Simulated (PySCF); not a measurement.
C4H5N, SMILES c1ccc[nH]1. Heavy atoms are numbered as in [cH:1]1[cH:2][cH:3][nH:4][cH:5]1. Hydrogens are named by the atom that carries them.

Coordinates come from a B3LYP-D3(BJ)/def2-SVP optimisation.

All values below come from PBE/pcSseg-1 (PySCF).

GIAO shieldings, no solvent; atoms alike by connectivity are averaged. δ = σ(ref) − σ: ¹³C against TMS (σ = 182.0 ppm); ¹⁵N against NH3 (σ = 267.0 ppm); ¹H against TMS (σ = 31.49 ppm), references at their B3LYP-D3(BJ)/def2-TZVP geometries, non-relativistic.

```json
[
 {"atoms": "C3 (CH)", "nucleus": "¹³C", "count": "2", "δ (ppm)": "?"},
 {"atoms": "C1 (CH)", "nucleus": "¹³C", "count": "2", "δ (ppm)": "114.4"},
 {"atoms": "N4 (NH)", "nucleus": "¹⁵N", "count": "1", "δ (ppm)": "?"},
 {"atoms": "H on N4", "nucleus": "¹H", "count": "1", "δ (ppm)": "7.64"},
 {"atoms": "H on C3", "nucleus": "¹H", "count": "2", "δ (ppm)": "?"},
 {"atoms": "H on C1", "nucleus": "¹H", "count": "2", "δ (ppm)": "6.60"}
]
```

Question: Complete the blanks. (The exact figures need the calculation; the answer reports its results.)

Answer: 
- N4 (NH), δ (ppm): 177.6
- H on C3, δ (ppm): 6.86
- C3 (CH), δ (ppm): 119.4
